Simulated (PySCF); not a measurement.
# Which basis set comes closest?

Molecule: N-Methylacetamide (SMILES CNC(C)=O).

Numbering as in the mapped SMILES `[CH3:1][NH:2][C:3]([CH3:4])=[O:5]` (H(Xn): hydrogen on atom n).

Geometry PBE0-D3(BJ)/def2-SVP throughout; GIAO in PySCF, gas phase, one conformer, non-relativistic; equivalent atoms averaged; functional PBE0.

Reference values (measured; solution, not stated per compound (mostly CDCl3 or CCl4); Pretsch, Buehlmann, Badertscher, Structure Determination of Organic Compounds, 4th ed. (2009)): δ(C1) = 26.1 ppm, δ(H(C1)) = 2.79 ppm. Computed shifts are taken against TMS, calculated as an isolated molecule at each level.

**Question.** How do the basis sets STO-3G, 6-31G, pcSseg-0, 6-31G*, def2-SVP, cc-pVDZ, pcSseg-1, 6-311+G(2d,p), aug-cc-pVDZ, def2-TZVP, IGLO-III, cc-pVTZ, pcSseg-2 perform against the reference? Times are CPU seconds on shared hosts with different chips, so compare them loosely.

**Answer.** 
```csv
basis set,functions,C1,H(C1),abs. error C,abs. error H,core-s
STO-3G,32,33.7,2.16,7.6,0.63,2.2
6-31G,59,26.8,2.71,0.7,0.08,4.3
pcSseg-0,59,26.5,3.02,0.4,0.23,4
6-31G*,84,27.3,2.53,1.2,0.26,5.6
def2-SVP,105,26.2,2.44,0.1,0.35,6.7
cc-pVDZ,105,23.9,2.74,2.2,0.05,7.2
pcSseg-1,120,28.0,2.66,1.9,0.13,7.2
"6-311+G(2d,p)",177,26.9,2.63,0.8,0.16,15
aug-cc-pVDZ,178,22.9,3.00,3.2,0.21,15
def2-TZVP,197,27.9,2.58,1.8,0.21,17
IGLO-III,245,24.6,2.91,1.5,0.12,22
cc-pVTZ,248,24.0,2.86,2.1,0.07,22
pcSseg-2,278,25.2,2.90,0.9,0.11,19
```

For ¹³C the closest is def2-SVP (0.1 ppm) and the furthest STO-3G (7.6 ppm).

For ¹H the closest is cc-pVDZ (0.05 ppm, with cc-pVTZ practically level) and the furthest STO-3G (0.63 ppm). Where a smaller basis beats a larger one, errors probably cancel; the largest sets show where the functional converges. One molecule is a small sample, and vibrational and solvent effects are absent from the calculation.

A small basis that lands close on one nucleus may do so by chance; judge by the trend and by all nuclei.
